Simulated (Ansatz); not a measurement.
Dissociation curve of NH, triplet.

Method: unrestricted PBE/cc-pVTZ (Ansatz, a quantum-chemistry and plane-wave program).

The batch members p0 to p7 hold the bond at 0.83, 0.89, 0.93, 0.98, 1.00, 1.04, 1.08, 1.09 Å.

Ansatz input:

Ansatz 0.2 input:
```yaml
# input.yaml
basis:
  gaussian: { orbitals: cc-pvtz }
hamiltonian:
  xc: pbe
batch:
  members: [p0.yaml, p1.yaml, p2.yaml, p3.yaml, p4.yaml, p5.yaml, p6.yaml, p7.yaml]

# p4.yaml, one of the 8 members of this batch
crystal:
  periodic: [false, false, false]
  atoms:
    - { symbol: N, position_ang: [0.0, 0.0, 0.0] }
    - { symbol: H, position_ang: [0.0, 0.0, 1.0] }
total_charge: 0
magnetization:
  spin_polarized: true
  initial_magnetization: 2
```

Lines of the output on each member:

```
Member 0: Total energy: -1499.80396304 eV, -55.1167790382 hartree
Member 1: Total energy: -1500.57482392 eV, -55.1451076528 hartree
Member 2: Total energy: -1500.89068751 eV, -55.1567154258 hartree
Member 3: Total energy: -1501.12175898 eV, -55.1652071455 hartree
Member 4: Total energy: -1501.17364396 eV, -55.1671138834 hartree
Member 5: Total energy: -1501.22219365 eV, -55.1688980518 hartree
Member 6: Total energy: -1501.21100764 eV, -55.1684869735 hartree
Member 7: Total energy: -1501.20054175 eV, -55.1681023591 hartree
```

The unrestricted determinant behind UKS-PBE is spin-contaminated at 1.73 to 4.15 Å (<S²> up to 3.0, against 2.00 for a pure triplet).
